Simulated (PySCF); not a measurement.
# Shifts of the heteroatoms

Mapped SMILES: `[CH2:1]=[CH:2][C:3](=[O:4])[C:5]#[N:6]` (H(Xn): hydrogen on atom n). Ha(C1) is cis to C3; Hb(C1) is trans to C3.

Non-relativistic Hamiltonian, single conformer, isolated molecule. PBE0-D3(BJ)/def2-TZVP geometry; σ from GIAO-B97-2/pcSseg-2; PySCF.

Q: Where does $^{15}$N resonate?

A: 
```csv
atoms,environment,σ (ppm),δ (ppm)
N6,nitrile nitrogen,-38.1,-114.7
```

Shieldings were converted by a linear fit to measured shifts: $^{15}$N: δ = -149.73 − 0.920σ (rms 6.4 ppm, 44 shifts vs CH3NO2, solution or neat liquid). Occasional misses reach two or three times the rms, and more in compound classes unlike the fitted ones.

On a 300 MHz spectrometer $^{15}$N resonates near 30.4 MHz, so 1 ppm is 30.4 Hz.

Q: What are the $^{17}$O shifts?

A: 
```tsv
atoms	environment	σ (ppm)	δ (ppm)
O4	carbonyl oxygen of an acyl cyanide	-307.6	565.3
```

Shieldings were converted by a linear fit to measured shifts: $^{17}$O (scatter 12.2 ppm rms vs liquid water, solution or neat liquid). Occasional misses reach two or three times the rms, and more in compound classes unlike the fitted ones.

On a 400 MHz spectrometer $^{17}$O resonates near 54.2 MHz, so 1 ppm is 54.2 Hz.
